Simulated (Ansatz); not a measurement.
```xyz
11

O    -1.434   -0.165    1.527
C    -1.063    0.320    0.294
F    -1.587   -0.482   -0.705
C     0.437    0.398    0.125
C     1.214   -0.754   -0.436
C     1.090    0.268   -1.208
H    -0.881   -0.928    1.730
H    -1.540    1.299    0.192
H     0.887    1.035    0.890
H     1.592   -1.747   -0.263
H     1.286    0.755   -2.147
```

Total charge 0; spin multiplicity 1.

**Question.** List the PBE/def2-TZVPP orbital energies in eV (Ansatz). (Best estimate.)

**Answer.** The calculation gave: Occupied: -659.47, -510.65, -271.96, -269.77, -269.74, -269.70, -29.85, -26.08, -22.35, -17.40, -14.90, -14.27, -13.31, -13.01, -12.11, -11.55, -9.69, -9.08, -8.74, -7.96, -7.62, -7.20, -6.39. Lowest empty: -1.32, 0.34, 1.25, 1.45, 1.56, 2.07, 2.20, 2.70.
